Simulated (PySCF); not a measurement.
# Where the electron goes

Compound: C₂H₂F₂S.
SMILES with atom numbers: `[F:1][C@@H:2]1[S:3][C@@H:4]1[F:5]` (hydrogens: H6 on C2; H7 on C4)

Structure used (GFN2-xTB), in Å, numbered top down from 1:
```xyz
7
C2H2F2S angstrom
F     -1.1608   -0.9235   -1.0055
C     -0.7415   -0.0729   -0.0532
S     -0.0391    1.5016   -0.5755
C      0.7205    0.0578    0.1888
F      1.5610   -0.6803   -0.5562
H     -1.4428   -0.0529    0.7764
H      1.1060    0.1750    1.1980
```

Method: TDDFT PBE0/def2-SVPD, vertical, gas phase, core orbitals frozen in the response (PySCF).

Kohn–Sham orbitals with the atoms that hold most of them (Löwdin shares over 4%, at most four atoms; ? is withheld):

```json
{"orbital": "HOMO-3", "ε (eV)": "-11.57", "atoms": "F1 31%, F5 31%, S3 10%, C2 9%"}
{"orbital": "HOMO-2", "ε (eV)": "-9.42", "atoms": "S3 40%, C2 13%, C4 13%, F1 12%"}
{"orbital": "HOMO-1", "ε (eV)": "-9.28", "atoms": "?"}
{"orbital": "HOMO", "ε (eV)": "?", "atoms": "S3 72%, C2 9%, C4 9%"}
{"orbital": "LUMO", "ε (eV)": "-0.51", "atoms": "?"}
{"orbital": "LUMO+1", "ε (eV)": "0.34", "atoms": "S3 33%, C2 16%, C4 16%, H6 10%"}
{"orbital": "LUMO+2", "ε (eV)": "0.65", "atoms": "S3 70%, C4 9%, C2 9%"}
```

Task: Which atoms hold the LUMO, and with what shares?

Result: S3 (bonded to 2 C) 56%; C4 (bonded to C, F, S and H) 16%; C2 (bonded to C, F, S and H) 16%. By element: sulfur 56%, carbon 33%.

Task: Give the leading atoms of the HOMO-1.

Result: S3 (bonded to 2 C) 30%; C4 (bonded to C, F, S and H) 20%; C2 (bonded to C, F, S and H) 20%; F5 (bonded to C) 14%. By element: carbon 40%, sulfur 30%, fluorine 14% or more.

Task: What is the HOMO energy, and the HOMO–LUMO gap?

Result: ε(HOMO) = -7.79 eV; the gap is 7.28 eV (0.2676 hartree).

Task: How does S1 compare with the orbital gap of 7.28 eV?

Result: S1 is at 5.43 eV (f = 0.0000), 1.85 eV below the gap, made of HOMO→LUMO (99%). 

Task: One configuration dominates each of S1, S2 and S4. Which, and how do the shares of the two leading atoms of either orbital change from the occupied to the empty one?

Result: 
- S1 (5.43 eV, f 0.0000), HOMO→LUMO (99%): S3 72% → 56%, C2 9% → 16%, C4 9% → 16%
- S2 (6.86 eV, f 0.040), HOMO→LUMO+1 (88%): S3 72% → 33%, C2 9% → 16%
- S4 (7.39 eV, f 0.035), HOMO-1→LUMO (95%): S3 30% → 56%, C4 20% → 16%

On Intel Xeon 6975P-C, one thread, no GPU, shared host with 192 logical CPUs at a one-minute load of 38, this took 5.7 s wall and 0.52 GiB of memory at its peak.
